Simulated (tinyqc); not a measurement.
UKS/PBE0 in the sto-3g basis, for LiH+, spin multiplicity 2, step by step (part 2 of 2). Computed by tinyqc, a small Python program that keeps every step (integrals from PySCF). Command: `OMP_NUM_THREADS=1 python tinyqc.py 22133 22134 out.jsonl` (the two numbers bound the seeds that draw the settings). One thread of a shared host (Intel(R) Xeon(R) Processor @ 2.60GHz), about 2 s of CPU time with the checks.

Geometry (angstrom):
```
atom         x         y         z
Li    0.000000  0.000000  0.000000
H     0.000000  0.000000  2.196000
```

## Iteration 2: building the Kohn-Sham matrix

D(alpha) after iteration 1, order 1Li 1s, 1Li 2s, 1Li 2px, 1Li 2py, 1Li 2pz, 2H 1s:
```
[[0.984969, 0.024635, 0.000000, 0.000000, -0.011987, -0.071220],
 [0.024635, 0.044916, 0.000000, 0.000000, 0.041949, 0.174365],
 [0.000000, 0.000000, 0.000000, 0.000000, 0.000000, 0.000000],
 [0.000000, 0.000000, 0.000000, 0.000000, 0.000000, 0.000000],
 [-0.011987, 0.041949, 0.000000, 0.000000, 0.040439, 0.168857],
 [-0.071220, 0.174365, 0.000000, 0.000000, 0.168857, 0.705542]]
```

D(beta) after iteration 1, order 1Li 1s, 1Li 2s, 1Li 2px, 1Li 2py, 1Li 2pz, 2H 1s:
```
[[0.980509, 0.037902, 0.000000, 0.000000, 0.001143, -0.005051],
 [0.037902, 0.001465, 0.000000, 0.000000, 0.000044, -0.000195],
 [0.000000, 0.000000, 0.000000, 0.000000, 0.000000, 0.000000],
 [0.000000, 0.000000, 0.000000, 0.000000, 0.000000, 0.000000],
 [0.001143, 0.000044, 0.000000, 0.000000, 0.000001, -0.000006],
 [-0.005051, -0.000195, 0.000000, 0.000000, -0.000006, 0.000026]]
```

core Hamiltonian H = T + V (hartree), order 1Li 1s, 1Li 2s, 1Li 2px, 1Li 2py, 1Li 2pz, 2H 1s:
```
[[-4.647068, -1.042688, 0.000000, 0.000000, -0.008550, -0.077953],
 [-1.042688, -1.336548, 0.000000, 0.000000, -0.088071, -0.389004],
 [0.000000, 0.000000, -1.087211, 0.000000, 0.000000, 0.000000],
 [0.000000, 0.000000, 0.000000, -1.087211, 0.000000, 0.000000],
 [-0.008550, -0.088071, 0.000000, 0.000000, -1.153750, -0.537313],
 [-0.077953, -0.389004, 0.000000, 0.000000, -0.537313, -1.189409]]
```

Two-electron integrals (ij|kl) in chemists' order, unique and non-zero (hartree):
```
(11|11) 1.680395   (21|11) 0.265420   (21|21) 0.049941   (22|11) 0.397727
(22|21) 0.092860   (22|22) 0.290562   (31|31) 0.008981   (32|31) 0.013788
(32|32) 0.064184   (33|11) 0.396640   (33|21) 0.092880   (33|22) 0.290497
(33|33) 0.312946   (41|41) 0.008981   (42|41) 0.013788   (42|42) 0.064184
(43|43) 0.016869   (44|11) 0.396640   (44|21) 0.092880   (44|22) 0.290497
(44|33) 0.279207   (44|44) 0.312946   (51|51) 0.008981   (52|51) 0.013788
(52|52) 0.064184   (53|53) 0.016869   (54|54) 0.016869   (55|11) 0.396640
(55|21) 0.092880   (55|22) 0.290497   (55|33) 0.279207   (55|44) 0.279207
(55|55) 0.312946   (61|11) 0.018273   (61|21) 0.003481   (61|22) 0.006679
(61|33) 0.006597   (61|44) 0.006597   (61|51) 0.000461   (61|52) 0.000901
(61|55) 0.006848   (61|61) 0.000271   (62|11) 0.076861   (62|21) 0.018324
(62|22) 0.065393   (62|33) 0.061564   (62|44) 0.061564   (62|51) 0.002809
(62|52) 0.020660   (62|55) 0.072994   (62|61) 0.001563   (62|62) 0.029688
(63|31) 0.001057   (63|32) 0.005820   (63|53) 0.002729   (63|63) 0.001527
(64|41) 0.001057   (64|42) 0.005820   (64|54) 0.002729   (64|64) 0.001527
(65|11) 0.106071   (65|21) 0.025436   (65|22) 0.093098   (65|33) 0.086707
(65|44) 0.086707   (65|51) 0.004315   (65|52) 0.031932   (65|55) 0.105796
(65|61) 0.002214   (65|62) 0.045217   (65|65) 0.069263   (66|11) 0.240918
(66|21) 0.058068   (66|22) 0.228265   (66|33) 0.209271   (66|44) 0.209271
(66|51) 0.008496   (66|52) 0.082136   (66|55) 0.266128   (66|61) 0.004986
(66|62) 0.136987   (66|65) 0.214043   (66|66) 0.774606
```

nuclear repulsion = 0.72291969 hartree

V_xc(alpha) (hartree), order 1Li 1s, 1Li 2s, 1Li 2px, 1Li 2py, 1Li 2pz, 2H 1s:
```
[[-0.836838, -0.105617, 0.000000, 0.000000, -0.000689, -0.007256],
 [-0.105617, -0.101206, 0.000000, 0.000000, -0.030994, -0.056160],
 [0.000000, 0.000000, -0.091973, 0.000000, 0.000000, 0.000000],
 [0.000000, 0.000000, 0.000000, -0.091973, 0.000000, 0.000000],
 [-0.000689, -0.030994, 0.000000, 0.000000, -0.117241, -0.087499],
 [-0.007256, -0.056160, 0.000000, 0.000000, -0.087499, -0.349586]]
```

V_xc(beta) (hartree), order 1Li 1s, 1Li 2s, 1Li 2px, 1Li 2py, 1Li 2pz, 2H 1s:
```
[[-0.835643, -0.105026, 0.000000, 0.000000, -0.000358, -0.007116],
 [-0.105026, -0.061553, 0.000000, 0.000000, 0.009918, 0.058940],
 [0.000000, 0.000000, -0.067953, 0.000000, 0.000000, 0.000000],
 [0.000000, 0.000000, 0.000000, -0.067953, 0.000000, 0.000000],
 [-0.000358, 0.009918, 0.000000, 0.000000, -0.046568, 0.104700],
 [-0.007116, 0.058940, 0.000000, 0.000000, 0.104700, 0.589027]]
```

E_xc = sum of w rho eps_xc = -1.53480852 hartree

J_ij = sum D_kl (ij|kl) with D = D(alpha) + D(beta), K_ij = sum D_kl (ik|jl) for each spin; F = H + J - 0.25 K(s) + V_xc; E = tr D H + tr D J / 2 - 0.125 sum_s tr D(s) K(s) + E_xc + E_nn.

Coulomb J (hartree), order 1Li 1s, 1Li 2s, 1Li 2px, 1Li 2py, 1Li 2pz, 2H 1s:
```
[[3.600256, 0.591400, 0.000000, 0.000000, 0.009323, 0.041772],
 [0.591400, 1.032818, 0.000000, 0.000000, 0.080887, 0.283046],
 [0.000000, 0.000000, 1.013343, 0.000000, 0.000000, 0.000000],
 [0.000000, 0.000000, 0.000000, 1.013343, 0.000000, 0.000000],
 [0.009323, 0.080887, 0.000000, 0.000000, 1.065213, 0.412672],
 [0.041772, 0.283046, 0.000000, 0.000000, 0.412672, 1.174623]]
```

exchange K(alpha) (hartree), order 1Li 1s, 1Li 2s, 1Li 2px, 1Li 2py, 1Li 2pz, 2H 1s:
```
[[1.669779, 0.277555, 0.000000, 0.000000, 0.000064, 0.019429],
 [0.277555, 0.117530, 0.000000, 0.000000, 0.081044, 0.171615],
 [0.000000, 0.000000, 0.016969, 0.000000, 0.000000, 0.000000],
 [0.000000, 0.000000, 0.000000, 0.016969, 0.000000, 0.000000],
 [0.000064, 0.081044, 0.000000, 0.000000, 0.120181, 0.239112],
 [0.019429, 0.171615, 0.000000, 0.000000, 0.239112, 0.674082]]
```

exchange K(beta) (hartree), order 1Li 1s, 1Li 2s, 1Li 2px, 1Li 2py, 1Li 2pz, 2H 1s:
```
[[1.667651, 0.276940, 0.000000, 0.000000, -0.000075, 0.019882],
 [0.276940, 0.056223, 0.000000, 0.000000, -0.000027, 0.004143],
 [0.000000, 0.000000, 0.009933, 0.000000, 0.000000, 0.000000],
 [0.000000, 0.000000, 0.000000, 0.009933, 0.000000, 0.000000],
 [-0.000075, -0.000027, 0.000000, 0.000000, 0.009890, 0.000565],
 [0.019882, 0.004143, 0.000000, 0.000000, 0.000565, 0.000350]]
```

F(alpha) (hartree), order 1Li 1s, 1Li 2s, 1Li 2px, 1Li 2py, 1Li 2pz, 2H 1s:
```
[[-2.301095, -0.626294, 0.000000, 0.000000, 0.000068, -0.048294],
 [-0.626294, -0.434318, 0.000000, 0.000000, -0.058440, -0.205022],
 [0.000000, 0.000000, -0.170083, 0.000000, 0.000000, 0.000000],
 [0.000000, 0.000000, 0.000000, -0.170083, 0.000000, 0.000000],
 [0.000068, -0.058440, 0.000000, 0.000000, -0.235823, -0.271918],
 [-0.048294, -0.205022, 0.000000, 0.000000, -0.271918, -0.532892]]
```

F(beta) (hartree), order 1Li 1s, 1Li 2s, 1Li 2px, 1Li 2py, 1Li 2pz, 2H 1s:
```
[[-2.299368, -0.625549, 0.000000, 0.000000, 0.000433, -0.048267],
 [-0.625549, -0.379338, 0.000000, 0.000000, 0.002740, -0.048053],
 [0.000000, 0.000000, -0.144304, 0.000000, 0.000000, 0.000000],
 [0.000000, 0.000000, 0.000000, -0.144304, 0.000000, 0.000000],
 [0.000433, 0.002740, 0.000000, 0.000000, -0.137578, -0.020082],
 [-0.048267, -0.048053, 0.000000, 0.000000, -0.020082, 0.574153]]
```

total energy of this density = -7.67517880 hartree

## Iteration 2: DIIS over 2 matrices

error matrix X^T (FDS - SDF) X (alpha):
```
[[0.000000, -0.004748, 0.000000, 0.000000, -0.001881, 0.002311],
 [0.004748, 0.000000, 0.000000, 0.000000, 0.000049, 0.000738],
 [0.000000, 0.000000, 0.000000, 0.000000, 0.000000, 0.000000],
 [0.000000, 0.000000, 0.000000, 0.000000, 0.000000, 0.000000],
 [0.001881, -0.000049, 0.000000, 0.000000, 0.000000, -0.000551],
 [-0.002311, -0.000738, 0.000000, 0.000000, 0.000551, 0.000000]]
```

B (overlaps of the stored error matrices):
```
[[1.0587323e-01, -1.2392321e-03],
 [-1.2392321e-03, 7.1338133e-05]]
```

Minimise |sum c_i e_i|^2 with sum c_i = 1: solve [B -1; -1 0][c; lambda] = [0; -1] with B_ij = tr e_i^T e_j summed over both spins, and take F = sum c_i F_i.

DIIS coefficients: [0.012088, 0.987912]

extrapolated F(alpha) (hartree), order 1Li 1s, 1Li 2s, 1Li 2px, 1Li 2py, 1Li 2pz, 2H 1s:
```
[[-2.300006, -0.626056, 0.000000, 0.000000, 0.000044, -0.048296],
 [-0.626056, -0.434432, 0.000000, 0.000000, -0.058871, -0.205251],
 [0.000000, 0.000000, -0.170002, 0.000000, 0.000000, 0.000000],
 [0.000000, 0.000000, 0.000000, -0.170002, 0.000000, 0.000000],
 [0.000044, -0.058871, 0.000000, 0.000000, -0.236059, -0.272205],
 [-0.048296, -0.205251, 0.000000, 0.000000, -0.272205, -0.533628]]
```

extrapolated F(beta) (hartree), order 1Li 1s, 1Li 2s, 1Li 2px, 1Li 2py, 1Li 2pz, 2H 1s:
```
[[-2.298235, -0.625269, 0.000000, 0.000000, 0.000446, -0.048244],
 [-0.625269, -0.378778, 0.000000, 0.000000, 0.002695, -0.048366],
 [0.000000, 0.000000, -0.143729, 0.000000, 0.000000, 0.000000],
 [0.000000, 0.000000, 0.000000, -0.143729, 0.000000, 0.000000],
 [0.000446, 0.002695, 0.000000, 0.000000, -0.137145, -0.020643],
 [-0.048244, -0.048366, 0.000000, 0.000000, -0.020643, 0.569017]]
```

## Iteration 2: diagonalisation and new density

X, order 1Li 1s, 1Li 2s, 1Li 2px, 1Li 2py, 1Li 2pz, 2H 1s:
```
[[1.023423, -0.129421, 0.000000, 0.000000, -0.005979, 0.018059],
 [-0.129421, 1.053584, 0.000000, 0.000000, 0.043403, -0.151431],
 [0.000000, 0.000000, 1.000000, 0.000000, 0.000000, 0.000000],
 [0.000000, 0.000000, 0.000000, 1.000000, 0.000000, 0.000000],
 [-0.005979, 0.043403, 0.000000, 0.000000, 1.061157, -0.214340],
 [0.018059, -0.151431, 0.000000, 0.000000, -0.214340, 1.090754]]
```

Diagonalise F' = X^T F X, C = X C', fill 2 alpha and 1 beta electrons from the bottom; D(s) = C_occ C_occ^T. Each column has its largest component positive (the first on a tie).

F' = X^T F X (alpha) (hartree):
```
[[-2.251489, -0.320225, 0.000000, 0.000000, -0.000889, 0.013391],
 [-0.320225, -0.300915, 0.000000, 0.000000, -0.015723, -0.100827],
 [0.000000, 0.000000, -0.170002, 0.000000, 0.000000, 0.000000],
 [0.000000, 0.000000, 0.000000, -0.170002, 0.000000, 0.000000],
 [-0.000889, -0.015723, 0.000000, 0.000000, -0.168810, -0.152946],
 [0.013391, -0.100827, 0.000000, 0.000000, -0.152946, -0.463655]]
```

orbital energies (alpha) (hartree): [-2.302725, -0.560694, -0.222775, -0.170002, -0.170002, -0.098675]

coefficients C (alpha), order 1Li 1s, 1Li 2s, 1Li 2px, 1Li 2py, 1Li 2pz, 2H 1s:
```
[[0.990121, -0.076864, -0.270712, 0.000000, 0.000000, -0.070532],
 [0.038555, 0.206558, 1.005452, 0.000000, 0.000000, 0.310672],
 [0.000000, 0.000000, 0.000000, -0.076695, 0.997055, 0.000000],
 [0.000000, 0.000000, 0.000000, 0.997055, 0.076695, 0.000000],
 [0.002405, 0.202521, -0.237916, 0.000000, 0.000000, 1.037444],
 [-0.004702, 0.839732, -0.295890, 0.000000, 0.000000, -0.682803]]
```

F' = X^T F X (beta) (hartree):
```
[[-2.249241, -0.324467, 0.000000, 0.000000, -0.004501, 0.012780],
 [-0.324467, -0.261590, 0.000000, 0.000000, 0.016828, -0.103068],
 [0.000000, 0.000000, -0.143729, 0.000000, 0.000000, 0.000000],
 [0.000000, 0.000000, 0.000000, -0.143729, 0.000000, 0.000000],
 [-0.004501, 0.016828, 0.000000, 0.000000, -0.118353, -0.128806],
 [0.012780, -0.103068, 0.000000, 0.000000, -0.128806, 0.688570]]
```

orbital energies (beta) (hartree): [-2.300873, -0.221880, -0.143729, -0.143729, -0.138397, 0.720535]

coefficients C (beta), order 1Li 1s, 1Li 2s, 1Li 2px, 1Li 2py, 1Li 2pz, 2H 1s:
```
[[0.990374, -0.284780, 0.000000, 0.000000, -0.008074, 0.050019],
 [0.037648, 1.036180, 0.000000, 0.000000, 0.033641, -0.274565],
 [0.000000, 0.000000, -0.371360, 0.928489, 0.000000, 0.000000],
 [0.000000, 0.000000, 0.928489, 0.371360, 0.000000, 0.000000],
 [0.001605, -0.012480, 0.000000, 0.000000, 1.015396, -0.377793],
 [-0.004812, -0.026008, 0.000000, 0.000000, -0.044110, 1.120847]]
```

D(alpha) after iteration 2, order 1Li 1s, 1Li 2s, 1Li 2px, 1Li 2py, 1Li 2pz, 2H 1s:
```
[[0.986248, 0.022297, 0.000000, 0.000000, -0.013185, -0.069200],
 [0.022297, 0.044153, 0.000000, 0.000000, 0.041925, 0.173272],
 [0.000000, 0.000000, 0.000000, 0.000000, 0.000000, 0.000000],
 [0.000000, 0.000000, 0.000000, 0.000000, 0.000000, 0.000000],
 [-0.013185, 0.041925, 0.000000, 0.000000, 0.041021, 0.170052],
 [-0.069200, 0.173272, 0.000000, 0.000000, 0.170052, 0.705173]]
```

D(beta) after iteration 2, order 1Li 1s, 1Li 2s, 1Li 2px, 1Li 2py, 1Li 2pz, 2H 1s:
```
[[0.980841, 0.037285, 0.000000, 0.000000, 0.001590, -0.004766],
 [0.037285, 0.001417, 0.000000, 0.000000, 0.000060, -0.000181],
 [0.000000, 0.000000, 0.000000, 0.000000, 0.000000, 0.000000],
 [0.000000, 0.000000, 0.000000, 0.000000, 0.000000, 0.000000],
 [0.001590, 0.000060, 0.000000, 0.000000, 0.000003, -0.000008],
 [-0.004766, -0.000181, 0.000000, 0.000000, -0.000008, 0.000023]]
```

Within a degenerate level the vectors are fixed only up to a rotation; this is one choice.

## Iteration 6 (converged): orbitals

converged F(alpha) (hartree), order 1Li 1s, 1Li 2s, 1Li 2px, 1Li 2py, 1Li 2pz, 2H 1s:
```
[[-2.300384, -0.626006, 0.000000, 0.000000, 0.000153, -0.048320],
 [-0.626006, -0.434009, 0.000000, 0.000000, -0.058371, -0.204959],
 [0.000000, 0.000000, -0.169828, 0.000000, 0.000000, 0.000000],
 [0.000000, 0.000000, 0.000000, -0.169828, 0.000000, 0.000000],
 [0.000153, -0.058371, 0.000000, 0.000000, -0.235933, -0.271981],
 [-0.048320, -0.204959, 0.000000, 0.000000, -0.271981, -0.532895]]
```

converged F(beta) (hartree), order 1Li 1s, 1Li 2s, 1Li 2px, 1Li 2py, 1Li 2pz, 2H 1s:
```
[[-2.298347, -0.625381, 0.000000, 0.000000, 0.000354, -0.048283],
 [-0.625381, -0.379494, 0.000000, 0.000000, 0.001876, -0.048170],
 [0.000000, 0.000000, -0.144197, 0.000000, 0.000000, 0.000000],
 [0.000000, 0.000000, 0.000000, -0.144197, 0.000000, 0.000000],
 [0.000354, 0.001876, 0.000000, 0.000000, -0.138539, -0.020348],
 [-0.048283, -0.048170, 0.000000, 0.000000, -0.020348, 0.601884]]
```

As before.

F' = X^T F X (alpha) (hartree):
```
[[-2.251893, -0.320165, 0.000000, 0.000000, -0.000822, 0.013318],
 [-0.320165, -0.300501, 0.000000, 0.000000, -0.015238, -0.100763],
 [0.000000, 0.000000, -0.169828, 0.000000, 0.000000, 0.000000],
 [0.000000, 0.000000, 0.000000, -0.169828, 0.000000, 0.000000],
 [-0.000822, -0.015238, 0.000000, 0.000000, -0.168696, -0.152938],
 [0.013318, -0.100763, 0.000000, 0.000000, -0.152938, -0.462939]]
```

orbital energies (alpha) (hartree): [-2.303090, -0.559939, -0.222703, -0.169828, -0.169828, -0.098297]

coefficients C (alpha), order 1Li 1s, 1Li 2s, 1Li 2px, 1Li 2py, 1Li 2pz, 2H 1s:
```
[[0.990148, -0.076732, -0.270433, 0.000000, 0.000000, -0.071363],
 [0.038454, 0.206189, 1.004470, 0.000000, 0.000000, 0.314087],
 [0.000000, 0.000000, 0.000000, 0.011933, 0.999929, 0.000000],
 [0.000000, 0.000000, 0.000000, 0.999929, -0.011933, 0.000000],
 [0.002326, 0.202713, -0.241376, 0.000000, 0.000000, 1.036608],
 [-0.004650, 0.839786, -0.293225, 0.000000, 0.000000, -0.683887]]
```

F' = X^T F X (beta) (hartree):
```
[[-2.249334, -0.324547, 0.000000, 0.000000, -0.004586, 0.013350],
 [-0.324547, -0.261747, 0.000000, 0.000000, 0.016798, -0.107927],
 [0.000000, 0.000000, -0.144197, 0.000000, 0.000000, 0.000000],
 [0.000000, 0.000000, 0.000000, -0.144197, 0.000000, 0.000000],
 [-0.004586, 0.016798, 0.000000, 0.000000, -0.118627, -0.135660],
 [0.013350, -0.107927, 0.000000, 0.000000, -0.135660, 0.727336]]
```

orbital energies (beta) (hartree): [-2.300992, -0.222568, -0.144197, -0.144197, -0.139845, 0.761034]

coefficients C (beta), order 1Li 1s, 1Li 2s, 1Li 2px, 1Li 2py, 1Li 2pz, 2H 1s:
```
[[0.990361, -0.284885, 0.000000, 0.000000, -0.005277, 0.050046],
 [0.037690, 1.036396, 0.000000, 0.000000, 0.023210, -0.274822],
 [0.000000, 0.000000, 0.996414, -0.084615, 0.000000, 0.000000],
 [0.000000, 0.000000, 0.084615, 0.996414, 0.000000, 0.000000],
 [0.001646, -0.002498, 0.000000, 0.000000, 1.015262, -0.378352],
 [-0.004768, -0.026182, 0.000000, 0.000000, -0.043232, 1.120877]]
```

D(alpha) after iteration 6, order 1Li 1s, 1Li 2s, 1Li 2px, 1Li 2py, 1Li 2pz, 2H 1s:
```
[[0.986280, 0.022253, 0.000000, 0.000000, -0.013251, -0.069042],
 [0.022253, 0.043993, 0.000000, 0.000000, 0.041887, 0.172976],
 [0.000000, 0.000000, 0.000000, 0.000000, 0.000000, 0.000000],
 [0.000000, 0.000000, 0.000000, 0.000000, 0.000000, 0.000000],
 [-0.013251, 0.041887, 0.000000, 0.000000, 0.041098, 0.170224],
 [-0.069042, 0.172976, 0.000000, 0.000000, 0.170224, 0.705262]]
```

D(beta) after iteration 6, order 1Li 1s, 1Li 2s, 1Li 2px, 1Li 2py, 1Li 2pz, 2H 1s:
```
[[0.980815, 0.037327, 0.000000, 0.000000, 0.001630, -0.004722],
 [0.037327, 0.001421, 0.000000, 0.000000, 0.000062, -0.000180],
 [0.000000, 0.000000, 0.000000, 0.000000, 0.000000, 0.000000],
 [0.000000, 0.000000, 0.000000, 0.000000, 0.000000, 0.000000],
 [0.001630, 0.000062, 0.000000, 0.000000, 0.000003, -0.000008],
 [-0.004722, -0.000180, 0.000000, 0.000000, -0.000008, 0.000023]]
```

Within a degenerate level the vectors are fixed only up to a rotation; this is one choice.

## Convergence

Stop when the energy changes by less than 1e-10 hartree and every element of the error matrix X^T (F D S - S D F) X (for each spin) is below 3e-06.

Course of the cycle:
```
iteration  E (hartree)     change  largest element of the error matrix
1          -7.58800170          -                             1.22e-01
2          -7.67517880  -8.72e-02                             4.75e-03
3          -7.67519726  -1.85e-05                             1.60e-04
4          -7.67519735  -8.78e-08                             1.97e-05
5          -7.67519735  -7.06e-10                             2.13e-06
6          -7.67519735  -4.25e-12                             5.94e-08
```

PySCF UKS in the same basis, fine grid, after a stability check = -7.64885242 hartree

Converged in 6 iterations. The coarse grid moves the energy by -2.63e-02 hartree.

## Populations, bond orders and dipole

overlap S, order 1Li 1s, 1Li 2s, 1Li 2px, 1Li 2py, 1Li 2pz, 2H 1s:
```
[[1.000000, 0.241137, 0.000000, 0.000000, 0.000000, 0.017514],
 [0.241137, 1.000000, 0.000000, 0.000000, 0.000000, 0.255864],
 [0.000000, 0.000000, 1.000000, 0.000000, 0.000000, 0.000000],
 [0.000000, 0.000000, 0.000000, 1.000000, 0.000000, 0.000000],
 [0.000000, 0.000000, 0.000000, 0.000000, 1.000000, 0.371677],
 [0.017514, 0.255864, 0.000000, 0.000000, 0.371677, 1.000000]]
```

Mulliken: Z minus the diagonal of D S on the atom; Loewdin: the same with S^(1/2) D S^(1/2); Mayer order: 2 sum_s sum (D(s) S)_ij (D(s) S)_ji over the two atoms.

Charges (e):
```
atom  Mulliken   Loewdin  Mulliken spin
1Li   0.811470  0.779210       0.188312
2H    0.188530  0.220790       0.811688
```

Mayer bond orders:
```
pair     order
2-1   0.305619
```

dipole moment about the origin, x y z (debye): [0.000000, 0.000000, 0.873067]

<S^2> of the determinant (pure state: 0.75) = 0.750001
